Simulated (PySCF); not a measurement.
**Chlorine: a sound run and one with changed settings**

Sound run: Cl [Ne] 3s2 3p5, Cl+ [Ne] 3s2 3p4. Calculation: PySCF 2.14, in cc-pVTZ-DK; the spin-free X2C one-electron Hamiltonian (Gaussian nucleus). In the sound run the correlated levels freeze [Ne]. The sound run starts from symmetry-adapted Hartree-Fock orbitals and uses a fine grid where one is needed.

Changed run: a valence shell is frozen. This setting is unsound on purpose.

```json
{"species": "Cl", "method": "MP2", "sound run (hartree)": "-461.05230", "changed run (hartree)": "-460.99148", "converged": "yes"}
{"species": "Cl", "method": "CCSD(T)", "sound run (hartree)": "-461.08065", "changed run (hartree)": "-461.00442", "converged": "yes"}
{"species": "Cl+", "method": "MP2", "sound run (hartree)": "-460.58581", "changed run (hartree)": "-460.51968", "converged": "yes"}
{"species": "Cl+", "method": "CCSD(T)", "sound run (hartree)": "-460.61416", "changed run (hartree)": "-460.53109", "converged": "yes"}
```

Ionisation energy of Cl:

| method | sound run (eV) | changed run (eV) |
| --- | --- | --- |
| UHF | 11.756 | 11.756 |
| MP2 | 12.694 | 12.838 |
| SCS-MP2 | 12.692 | 12.910 |
| CCSD | 12.658 | 12.831 |
| CCSD(T) | 12.694 | 12.880 |

Freezing a valence shell removes pair correlation that changes on ionisation.

For comparison, NIST gives 12.968 eV between the lowest levels.
